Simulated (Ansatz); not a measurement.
H$_{5}$N$_{2}$Si (`[NH][SiH2]N`) radical. The species carries charge 0 and has multiplicity 2. The structure was optimised at the PBE0-D4/def2-TZVP level. It is one conformer, not always the lowest.

```xyz
8

N    -0.656    0.804    1.344
Si    0.278   -0.212    0.266
N    -0.134   -0.092   -1.385
H    -0.375    0.699    2.323
H     1.707    0.188    0.404
H     0.060   -1.625    0.684
H    -0.994   -0.492   -1.724
H     0.114    0.729   -1.912
```

(1) What is the dipole moment at ωB97M-V/def2-TZVPP? (Estimate.)

(2) And with PBE, r2SCAN, B3LYP? (An estimate is asked.)

(3) Give the Mulliken charges with ωB97M-V, r2SCAN, PBE in def2-TZVPP. (Best estimate.)

## Answers

(1) Ansatz gave: 0.39 D, with components (0.16, -0.19, -0.29) D in this frame, pointing from negative to positive charge.

(2) The calculation gave: PBE 0.54 D, r2SCAN 0.44 D, B3LYP 0.44 D.

(3) The calculation gave: 
```tsv
atom	ωB97M-V	r2SCAN	PBE
N1	-0.31	-0.34	-0.30
Si2	0.41	0.51	0.38
N3	-0.36	-0.45	-0.38
H4	0.12	0.14	0.14
H5	-0.04	-0.09	-0.07
H6	-0.04	-0.09	-0.07
H7	0.12	0.16	0.15
H8	0.12	0.16	0.15
```

B3LYP here is the variant with VWN-RPA as its local correlation; programs differ in this.
